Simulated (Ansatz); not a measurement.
```yaml
crystal:
  periodic: [false, false, false]
  atoms:
    - {symbol: C, position_ang: [0.847952, -1.738453, 0.906119]}
    - {symbol: N, position_ang: [0.383901, -0.786821, 0.410215]}
    - {symbol: C, position_ang: [-0.172632, 0.353924, -0.184473]}
    - {symbol: F, position_ang: [-1.291211, 0.037132, -0.816485]}
    - {symbol: F, position_ang: [0.677842, 0.873430, -1.055003]}
    - {symbol: F, position_ang: [-0.445853, 1.260787, 0.739628]}
basis:
  gaussian: {orbitals: ANO-RCC-VTZP, point_charges: [{charge: -1.00, position_ang: [4.855, 0.436, 0.425]}]}
hamiltonian: {xc: {name: BLYP}, dispersion: d4}
```

```sh
$ ansatz run in.yaml --threads 4 --pin off --events-out ev --progress --plain --max-ram 10444MiB
```

Output, abridged:

```
Functional definition: BLYP
1286 factors; their error is unknown
mean field evaluation 1: about -11720.0389 eV, gradient 6.3e1 eV
mean field evaluation 2: about -11711.1060 eV, gradient 9.6e1 eV
mean field evaluation 4: about -11725.7322 eV, gradient 1.0e1 eV
mean field evaluation 8: about -11725.9350 eV, gradient 2.0e-1 eV
mean field evaluation 16: about -11725.9050 eV, gradient 1.6e-4 eV
mean field -11725.90496136 eV, -430.9190592260 hartree, gradient 2.1e-5 eV, S^2 0.000000; 0 other end points of the search recorded, 0 dependent functions left out
reference -11725.90533180 eV, -430.9190728394 hartree; 23, 23 occupied and 157, 157 virtual orbitals, 1286 factors
Total energy: -11726.15554829 eV, -430.9282681260 hartree
Relativity: scalar
```

Run time 2.3 s (4 threads of an Arm Neoverse V1 on a shared host); peak host memory 0.4 GiB.
